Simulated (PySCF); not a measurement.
Where the electron goes

Cyanic acid, CHNO.
Atom-mapped SMILES: `[N:1]#[C:2][OH:3]` (hydrogens: H4 on O3)

Computed, not measured: PySCF 2.14.0, density-fitted response routines, TDDFT CAM-B3LYP/def2-SVPD, vertical, gas phase, core orbitals frozen in the response. Geometry: GFN2-xTB; no solvent, vibrations or thermal averaging.

Frontier orbitals with the atoms that hold most of them (Löwdin shares over 4%, at most four atoms; ? is withheld):

```csv
orbital,ε (eV),atoms
LUMO+2,2.80,"O3 46%, N1 29%, C2 19%, H4 5%"
LUMO+1,2.17,"C2 37%, O3 30%, N1 18%, H4 15%"
LUMO,-0.01,?
HOMO,?,"N1 46%, C2 29%, O3 24%"
HOMO-1,-11.18,?
HOMO-2,-12.12,"N1 82%, C2 16%"
HOMO-3,-15.23,"O3 63%, C2 24%, N1 9%, H4 4%"
```

(1) Which atoms hold the HOMO-1, and with what shares?

(2) Which atoms hold the LUMO, and with what shares?

(3) What is the HOMO energy, and the HOMO–LUMO gap?

Answers

(1) N1 (bonded to C) 47%; C2 (bonded to N and O) 36%; O3 (bonded to C and H) 15%.

(2) O3 (bonded to C and H) 38%; C2 (bonded to N and O) 32%; H4 (bonded to O) 26%.

(3) ε(HOMO) = -10.56 eV; the gap is 10.55 eV (0.3878 hartree).

Task: How does S1 compare with the orbital gap of 10.55 eV?

Result: S1 is at 6.99 eV (f = 0.0019), 3.56 eV below the gap, made of HOMO→LUMO (96%). Without the coupling terms of the response equations the lowest excitation would equal the gap.

Task: One configuration dominates each of S1, S2 and S5. Which, and how do the shares of the two leading atoms of either orbital change from the occupied to the empty one?

Result: 
- S1 (6.99 eV, f 0.0019), HOMO→LUMO (96%): N1 46% → at most 4%, C2 29% → 32%, O3 24% → 38%
- S2 (7.71 eV, f 0.0060), HOMO-1→LUMO (96%): N1 47% → at most 4%, C2 36% → 32%, O3 15% → 38%
- S5 (9.04 eV, f 0.013), HOMO-2→LUMO (92%): N1 82% → at most 4%, C2 16% → 32%, O3 at most 3% → 38%
